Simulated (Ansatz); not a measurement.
## CsAs$_{2}$Rh$_{2}$ (I4/mmm)

Theory: DFT r2SCAN, scalar-relativistic, plane waves, PAW in Ansatz 0.2.0.

Plane waves to 500 eV, a k mesh through Γ of 12×12×12 on the computed 5-atom cell and Gaussian smearing (0.10 eV); no spin polarisation.

The structure is relaxed at this level of theory with its symmetry kept. Whether it is the stable form of this composition wasn't checked.

The structure is tetragonal, space group I4/mmm (No. 139). The conventional cell has a = 4.013 Å, b = 4.013 Å, c = 14.907 Å, α = 90.00°, β = 90.00°, γ = 90.00°. Around Cs (site symmetry 4/mmm) lie 8 As at 3.69 Å and 4 Cs at 4.01 Å and 8 Rh at 4.23 Å. As (site symmetry 4mm) has 4 Rh at 2.42 Å as nearest neighbours. Rh (site symmetry -4m2) is surrounded by 4 As at 2.42 Å.

- Volume per atom: 24.01 Å³
- Formation energy from the elements' standard states (uncorrected): -0.728 eV/atom
- Generalised Kohn–Sham band gap: none (metal)
- Density of states at the Fermi level: 1.47 states/eV per cell
- Löwdin character within 0.5 eV of the Fermi level: Rh 4d 49 %, As 4p 39 %, unprojected 7 %
- Bader charges (e): Cs (1 in the cell) 0.74, As (2 in the cell) -0.18, Rh (2 in the cell) -0.19

Spin-orbit coupling is left out, which matters for the bands of heavy elements.